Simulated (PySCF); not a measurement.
**Shapes and spin states of CHCl**

Method: PySCF, PBE0, basis C def2-TZVP, H def2-TZVP, Cl def2-TZVP (no relativity, density fitting).

Relaxations began from a few typed shapes and spin states; open shells are unrestricted. The search is not exhaustive: other isomers or separated fragments can lie lower, and high-lying points may rest on an excited occupation.

```json
{"spin": "broken-symmetry Ms = 0 (⟨S²⟩ 0.50)", "group": "Cs", "bonds": "C–Cl 1.674 Å, C–H 1.104 Å", "angles": "Cl–C–H 107.5°", "imaginary modes (cm⁻¹)": "none", "ΔE (kJ/mol)": "0.0", "ΔE with ZPE (kJ/mol)": "0.0"}
{"spin": "triplet", "group": "Cs", "bonds": "C–Cl 1.646 Å, C–H 1.083 Å", "angles": "Cl–C–H 127.2°", "imaginary modes (cm⁻¹)": "none", "ΔE (kJ/mol)": "5.9", "ΔE with ZPE (kJ/mol)": "7.0"}
{"spin": "singlet (closed shell, unstable to spin polarisation)", "group": "Cs", "bonds": "C–Cl 1.682 Å, C–H 1.112 Å", "angles": "Cl–C–H 102.4°", "imaginary modes (cm⁻¹)": "none", "ΔE (kJ/mol)": "10.5", "ΔE with ZPE (kJ/mol)": "11.1"}
{"spin": "singlet (closed shell, unstable to spin polarisation)", "group": "C∞v", "bonds": "C–Cl 1.582 Å, C–H 1.065 Å", "angles": "Cl–C–H 180.0°", "imaginary modes (cm⁻¹)": "1318i", "ΔE (kJ/mol)": "211.1", "ΔE with ZPE (kJ/mol)": "–"}
```

The lowest minimum found is the broken-symmetry Ms = 0 (⟨S²⟩ 0.50) Cs: C–Cl 1.674 Å, C–H 1.104 Å; Cl–C–H 107.5°.

For the lowest minimum: the determinant is spin-contaminated (⟨S²⟩ = 0.50, pure value 0.00). The spin densities have lower symmetry than the nuclear frame.

The electron or spin density has lower symmetry than the nuclear frame for the singlet (closed shell, unstable to spin polarisation) C∞v at 211.1 kJ/mol.
